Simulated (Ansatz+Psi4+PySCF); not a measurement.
doublet SiO(-): levels of theory in one basis

```xyz
2

Si    0.0000    0.0000    0.5608
O     0.0000    0.0000   -0.9815
```

Basis set: aug-cc-pVTZ on O; aug-cc-pV(T+d)Z on Si (spherical functions). Correlated methods keep 6 orbitals frozen. Correlation on ROHF uses semicanonical orbitals with singles. Charge -1, multiplicity 2.

Computed with Ansatz (development build ahead of 0.2.0) and Psi4 1.11; each method stands on the lowest determinant of its kind that the runs found.

```
  method  E − E(ROHF) (eV)  <S²> of the determinant
    ROHF              0.00                     0.75
     UHF             -0.09                     0.77
ROHF-MP2             -9.65                        –
 UHF-MP2             -9.62                     0.77
```
